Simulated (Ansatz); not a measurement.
Geometry optimisation, RKS PBE/def2-SVP in Ansatz.

The input (input.yaml):

```yaml
crystal:
  periodic: [false, false, false]
  atoms:
    - { symbol: Al, position_ang: [0.093421, 0.303229, 0.135219] }
    - { symbol: C, position_ang: [0.005899, 0.143086, 2.101216] }
    - { symbol: H, position_ang: [-0.9918, -0.170664, 2.47719] }
    - { symbol: H, position_ang: [0.780636, -0.543563, 2.509088] }
    - { symbol: H, position_ang: [0.215275, 1.12406, 2.584317] }
    - { symbol: H, position_ang: [1.508294, 0.503059, -0.586948] }
    - { symbol: H, position_ang: [-1.271528, 0.426589, -0.704903] }
    - { symbol: O, position_ang: [-0.137112, -2.594596, 0.699897] }
    - { symbol: H, position_ang: [-1.047474, -2.850291, 0.457141] }
    - { symbol: H, position_ang: [-0.266511, -2.088208, 1.543183] }
basis:
  gaussian: { orbitals: def2-SVP }
hamiltonian:
  xc: pbe
relax:
  f_tol: 0.03
  max_steps: 50
```

Command:

```bash
$ ansatz run input.yaml --threads 2 --pin off --max-ram 3072MiB --backend cpu --events-out ev --progress --plain --runs-dir out
```

Where does it end, and by what steps?

The forces met the threshold. The force dipped under the threshold on the way, but the program's further checks kept it going. After 10 steps the energy has fallen by 0.603 eV; H9 moved furthest, 0.64 Å. Joined: Al1–O8 (2.96 → 2.07 Å).

```csv
step,energy less start (eV),largest force component (eV/Å),accepted
0,0.0000,0.790,yes
1,-0.1248,1.271,yes
2,-0.3226,1.598,yes
3,-0.5029,0.516,yes
4,-0.5662,0.380,yes
5,-0.5875,0.368,yes
6,-0.5979,0.105,yes
7,-0.6001,0.250,yes
8,-0.6021,0.049,yes
9,-0.6025,0.014,yes
10,-0.6027,0.022,yes
```

```xyz
10
Properties=species:S:1:pos:R:3
Al 0.048 -0.120 0.303
C 0.012 0.254 2.257
H -0.939 -0.041 2.754
H 0.850 -0.226 2.812
H 0.124 1.347 2.434
H 1.438 0.072 -0.485
H -1.328 0.083 -0.532
O -0.141 -2.180 0.387
H -0.989 -2.440 -0.026
H -0.186 -2.497 1.311
```

Whether the end is a true minimum wasn't checked by a vibrational analysis.

Time of the run: 12 s on 2 threads of Arm Neoverse V2 (shared host), peak memory 0.12 GiB.
